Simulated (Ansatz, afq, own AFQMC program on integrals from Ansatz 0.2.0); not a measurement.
## Where AFQMC and coupled cluster stand for SiH4Cl, doublet

```tsv
atom	x (Å)	y (Å)	z (Å)
Cl	-1.4861	0.0000	0.0000
H	0.0889	0.0000	0.0000
Si	1.6469	0.0000	0.0000
H	2.0969	-1.4163	0.0000
H	2.0969	0.7081	-1.2265
H	2.0969	0.7081	1.2265
```

Connectivity, by distances: Cl ··· SiH3, 1 bridging H.

Basis cc-pVTZ. Noble-gas cores (and the filled d shells of Ga–Kr and In–Xe) are frozen. Ansatz 0.2.0 and our own AFQMC program on the same integrals; the CISD trial comes from CCSD amplitudes, and released means the phaseless constraint is let go. ± is one standard error of the sampling.

Determinant: UHF, the one that the program's search chose, which needn't be the lowest solution. The geometry is a point of a scan.

No full CI on the walks' own integrals is used here. The released AFQMC energy serves as the reference, which it does only where one determinant dominates, the energy is flat over the last release times and near the phaseless one (40 meV or 2 meV an electron, half that with transition metals). On small molecules, where full CI could be run and the noise was under 10 meV, such values lay within 10 meV of it in 19 cases of 20, a flattering rate, since the rule was set on those same cases; what remains of the bias isn't in the error bar.

Cautions: the released value is read at 1.50 1/Eh with a noise of 12 meV, more than in the cases checked (meV from the phaseless value at times in 1/Eh: 2 ± 8 at 0.24, -6 ± 6 at 0.51, -17 ± 9 at 0.99, -15 ± 12 at 1.50).

The T1 diagnostic is 0.0143, the weight of the determinant in the CISD state is 0.847 and the ⟨S²⟩ of the determinant is 0.775. The size of the correlated space is 15 electrons in 114 orbitals.

Reference: AFQMC with the constraint released, correlation energy -10.572 ± 0.012 eV.

| level | E − E(reference) (kJ/mol) | share of correlation (%) |
| --- | --- | --- |
| HF | 1020.1 ± 1.2 | 0.00 |
| MP2 | 163.1 ± 1.2 | 84.01 |
| CCSD | 38.3 ± 1.2 | 96.24 |
| CCSD(T) | 5.3 ± 1.2 | 99.48 |
| ph-AFQMC/HF | 2.1 ± 3.1 | 99.79 |
| ph-AFQMC/CISD | 1.4 ± 1.6 | 99.86 |

A walk keeps the symmetry of its determinant, which the program's search chose and which needn't be the lowest solution, so a lower state of the same spin and another symmetry isn't excluded. Released energies are given only where the last usable release times agree within the noise; a slower fall can still hide under it.
